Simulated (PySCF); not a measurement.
# CN and its ions

ROHF-CCSD(T); PySCF, no relativity, basis sets C def2-SVPD, N def2-SVPD. Neutral (ROHF): doublet (σ ↑), Re = 1.187 Å, ωe = 2079 cm⁻¹, De = 7.27 eV.

CN⁻ (RHF): singlet (closed shell), Re = 1.189 Å, ωe = 2110 cm⁻¹. The energies at the minima are -92.41851 hartree for CN and -92.54619 for CN⁻.

(1) Work out the adiabatic electron affinity, without and with harmonic zero-point energies (1 hartree = 27.2114 eV, 1 eV = 8065.5 cm⁻¹), and the change of the bond length.

Correlated steps freeze 2 core orbitals. Correlated levels converge slowly with the basis: in double zeta they bind strong bonds too weakly, by up to about 1 eV, and carry superposition errors of some tenths. The CCSD T1 diagnostic is raised in CN, a sign that a single reference may not be enough there. States were picked by a PBE0 search and need not be the measured ground states.

Results:

(1) At CCSD(T): 0.12768 hartree = 3.474 eV between the minima; the zero-point term (2079.0 − 2110.0)/2 cm⁻¹ = -0.002 eV makes it 3.472 eV. Re changes by +0.2 pm against the neutral. The electron enters a σ orbital, and the small change of length marks it as nearly non-bonding.
